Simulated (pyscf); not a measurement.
`[F][SiH3]` + `[NH2]` [doublet] → `[F][SiH2]` [doublet] + `[NH3]`, a hydrogen abstraction (doublet surface; H–Si broken, H–N formed). PySCF, gas phase, ωB97X-D3(BJ)/def2-SVP geometries. Correlated levels are frozen-core, on RHF or UHF. ΔMP2 is the change of the MP2 total energy from the triple- to the quadruple-zeta basis. Energies in kcal/mol from the separated reactants.

Small-basis levels: PySCF, no dispersion term, spherical d functions. AM1 to PM7: differences of heats of formation from MOPAC. Open shells are spin-unrestricted. 

```
level                             barrier  reaction energy
--------------------------------  -------  ---------------
HF/STO-3G                            23.0            +11.5
HF/3-21G                              ___             -6.0
MP2/6-31G*                           11.9            -15.7
SVWN5/6-31G*                        -13.4            -24.7
B3LYP/STO-3G                          1.0             -0.1
B3LYP/3-21G                          -1.6            -15.6
B3LYP/LANL2DZ                         1.6            -18.4
B3LYP/6-311+G**                       ___            -16.8
PBE/def2-SVP                         -4.9            -19.5
AM1                                  12.2            -29.3
PM3                                   1.1            -15.0
PM6                                   8.3             -3.0
CCSD(T)/def2-TZVPP + ΔMP2(QZVPP)      ___            -15.6
```

Question: What belongs in the gaps?

Answer: 
- HF/3-21G, barrier: 16.3
- B3LYP/6-311+G**, barrier: 3.6
- CCSD(T)/def2-TZVPP + ΔMP2(QZVPP), barrier: 6.9

Against the last row the barrier runs from -20.3 (SVWN5/6-31G*) to +16.2 kcal/mol (HF/STO-3G); PM6 happens to lie closest here (1.4 kcal/mol apart). At SVWN5/6-31G*, B3LYP/3-21G, PBE/def2-SVP this geometry lies under one side, so the entry may be no barrier of that level: it is a single point on another level's saddle. CCSD(T)/def2-TZVPP + ΔMP2(QZVPP) has limits of its own. One saddle was located; it need not be the lowest between these sides. The angle at the transferred H is 154°. The CCSD(T) − MP2 part came from Ansatz, without density fitting, on the same reference.
